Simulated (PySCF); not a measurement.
Structure from NMR data

An unknown has the formula C₃H₆O₃. Its calculated NMR data are:

$^{1}$H NMR (400 MHz, computed): δ 3.89 (s, 6H).

$^{13}$C{$^{1}$H} NMR (computed): δ 164.7 (C), 56.5 (CH3).

PySCF 2.14.0 with density-fitted response routines calculation with shielding tensors at PBE0/pcSseg-1 (GIAO), GFN2-xTB geometry and couplings computed with B3LYP/pcJ-1 (without the spin–dipole term); one averaged value for each set of equivalent atoms, a single conformation, no solvent model, no relativistic terms.

Scale: TMS for $^{1}$H (σ = 31.72 ppm), $^{13}$C (σ = 186.93 ppm) (reference shieldings calculated alike).

Question: What is the structure?

Answer: 
- The formula gives 1 degree of unsaturation (no ring in the answer).
- 2 carbon signals for 3 carbons: some carbons are equivalent by symmetry or fast rotation.
- Carbon types of the structure: 1 × C, 2 × CH3, which accounts for all hydrogens.
- δC 164.7: carbonate carbon; it is a carbonyl in resonance with an O or N lone pair, the region of acids, esters and amides.
- δC 56.5: methyl carbon bonded to O; pulled downfield by the heteroatom.
- δH 3.89: hydrogen on a methyl carbon bonded to O; its carbon carries O, which withdraws density.

These data were computed for dimethyl carbonate (SMILES COC(=O)OC).

This is the structure that produced the data.

Shifts are as computed. Against solution values, carbons near 30 ppm lie about +3 ppm off and those near 130 ppm about +5 ppm. Of 1211 compounds with measured shifts, 218 miss one by over three times the rms of a fit or turn the order of signals round; such compounds aren't used in these exercises.
